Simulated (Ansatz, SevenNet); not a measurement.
Bulk modulus B0 of zinc-blende HgS (metastable phase) at several levels of theory

No measured value is used here.

```tsv
level (code)	value (GPa)	cell (Å³/atom)
SevenNet-l3i5 (SevenNet)	49.4	27.08
LDA (Ansatz)	…	24.54
PBE (Ansatz)	50.3	26.88
PBE+SOC (Ansatz)	…	26.57
PBEsol (Ansatz)	60.3	25.36
PBEsol+SOC (Ansatz)	62.2	25.07
HSE06 (Ansatz)	59.4	25.97
PBE0 (Ansatz)	60.2	25.92
```

Some entries are withheld; supply them.


- LDA (Ansatz, a quantum-chemistry and plane-wave program), value (GPa): 67.4
- PBE+SOC (Ansatz), value (GPa): 51.9

Density-functional levels without +SOC have no spin–orbit coupling. Each level is taken at its own relaxed cell. Cutoffs and k meshes differ between the levels. Ansatz's density-functional and Hartree–Fock values are scalar-relativistic unless marked +SOC, with PAW data made under PBE.

Machine-learned potentials (SevenNet-l3i5) are trained on DFT data, which may include these solids.
